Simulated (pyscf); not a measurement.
Structures and frequencies: ωB97X-D3(BJ)/def2-SVP in PySCF. Correlated levels are frozen-core, on RHF or UHF. ΔMP2 is the change of the MP2 total energy from the triple- to the quadruple-zeta basis.

Problem. What is the homolytic dissociation enthalpy (298 K, CCSD(T)/def2-TZVPP + ΔMP2(QZVPP)) of the N–Sn bond of `[CH3][SnH2][NH2]`, to H₃C–SnH₂• + NH₂•?

Solution. N–Sn to H₃C–SnH₂• + NH₂•: 3.34 eV. Other isomers of H₃C–SnH₂• were not searched in full and may lie lower. The CCSD(T) − MP2 part came from Ansatz, without density fitting, on the same reference. The frozen core leaves the outer d or s,p core shells of the metals and heavy elements correlated in the MP2 and CC values, and def2-TZVPP describes them poorly, which can shift differences by a few kcal/mol. Elements past Kr carry the def2 core potentials, without spin-orbit coupling.
